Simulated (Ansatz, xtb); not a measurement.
# Two structures of BClH+

Structure a: the triplet with the links of `[BH+]Cl`. Structure b: a singlet given by its coordinates. Both are isolated ions in the gas phase, relaxed with B3LYP-D4/def2-TZVP.

a (Å):

```xyz
3

B    -1.5868    1.4505   -1.0056
Cl   -2.6020    0.0563   -1.0871
H    -1.6303    1.5710   -2.2772
```

b (Å):

```xyz
3

B     0.0000    0.0000   -0.1405
Cl    0.0000    0.0000    1.4519
H     0.0000    0.0000   -1.3113
```

Close contacts (Å): B1–Cl2 1.59, B1–H3 1.17.

Question: Estimate which is lower in electronic energy at CCSD(T)/def2-TZVPP, and by roughly how much.

Answer: The CCSD(T)/def2-TZVPP calculation puts structure b lower, by 112.3 kcal/mol.

The same difference at several levels:

```json
{"level": "B3LYP-D4/def2-TZVP", "geometry": "B3LYP-D4/def2-TZVP", "E(b) − E(a) (kcal/mol)": "−107.1", "departure from the last row (kcal/mol)": "+5.2", "job, with rough time for the two": "optimisation, 4 min"}
{"level": "HF/def2-TZVPP", "geometry": "B3LYP-D4/def2-TZVP", "E(b) − E(a) (kcal/mol)": "−98.4", "departure from the last row (kcal/mol)": "+13.9", "job, with rough time for the two": "part of the CCSD(T) run"}
{"level": "MP2/def2-TZVPP", "geometry": "B3LYP-D4/def2-TZVP", "E(b) − E(a) (kcal/mol)": "−117.5", "departure from the last row (kcal/mol)": "−5.2", "job, with rough time for the two": "part of the CCSD(T) run"}
{"level": "CCSD(T)/def2-TZVPP", "geometry": "B3LYP-D4/def2-TZVP", "E(b) − E(a) (kcal/mol)": "−112.3", "departure from the last row (kcal/mol)": "", "job, with rough time for the two": "single point, 15 s"}
```

None of the levels shown reverses the order. The largest departure from CCSD(T)/def2-TZVPP is that of HF/def2-TZVPP, 13.9 kcal/mol. Levels run at GFN2-xTB geometries aren't shown.

With harmonic frequencies from B3LYP-D4/def2-TZVP (ideal gas, rigid rotor, one conformer each, 298.15 K, 1 atm): on the last row, ΔE + ΔZPE = −109.4, ΔH = −109.7, ΔG = −107.6 kcal/mol.

Open shells are spin-unrestricted. The correlated steps freeze 6 core orbitals. ΔG holds the spin degeneracy. Codes used: Ansatz 0.2.0; the last row on 1 thread of Intel(R) Xeon(R) Processor @ 2.50GHz (Skylake/Cascade Lake) on a shared host.
